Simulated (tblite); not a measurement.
Task: Write Cartesian coordinates for `CCOC[NH2+]C` as optimised with GFN2-xTB. (Charge +1.)

Result: 
```
atom  x, y, z in Å
C1    -3.0571   -0.2391   -0.0364
C2    -1.8040    0.4262    0.4969
O3    -0.6723   -0.1907   -0.1363
C4     0.5550    0.3134    0.2517
N5     1.5545   -0.4721   -0.5274
C6     2.9610   -0.1098   -0.2765
H7    -3.1227   -0.1093   -1.1124
H8    -3.0446   -1.3013    0.1883
H9    -3.9292    0.2101    0.4272
H10   -1.8007    1.4985    0.2676
H11   -1.7209    0.2961    1.5827
H12    0.6673    1.3829    0.0048
H13    0.7465    0.1711    1.3288
H14    1.3175   -0.3538   -1.5228
H15    1.3887   -1.4658   -0.3121
H16    3.1269    0.9360   -0.5285
H17    3.6230   -0.7262   -0.8815
H18    3.2024   -0.2598    0.7742
```

Orientation and origin are arbitrary. Atoms count from 1 in this order. The C–O distances run from 1.382 Å (O3–C4, drawn single) to 1.436 Å (C2–O3, drawn single), a spread of 0.054 Å. N5 (ammonium nitrogen) is distorted tetrahedral (angles from 106.0° to 114.9°). Of the pairs four or more bonds apart, H11···H13 is among the closest relative to their van der Waals radii: 2.48 Å, 103 % of the sum of Bondi's values. The 6 heavy atoms lie in one plane (0.001 Å rms).

Bonds between heavy atoms (Å): C1–C2 1.516, C2–O3 1.436, O3–C4 1.382, C4–N5 1.491, N5–C6 1.474.

Computed geometry: GFN2-xTB, gas phase.

Point group: Cs (tolerance 0.08 Å). Its GFN2-xTB frequencies are all real (lowest 46 cm⁻¹). Torsions: C1–C2–O3–C4 180°, C2–O3–C4–N5 180°, O3–C4–N5–C6 180°. 3 starts were optimised and ended at 0.00, 0.04 and 0.36 kcal/mol (GFN2-xTB); the lowest of these is shown.

One conformer stands for the species.
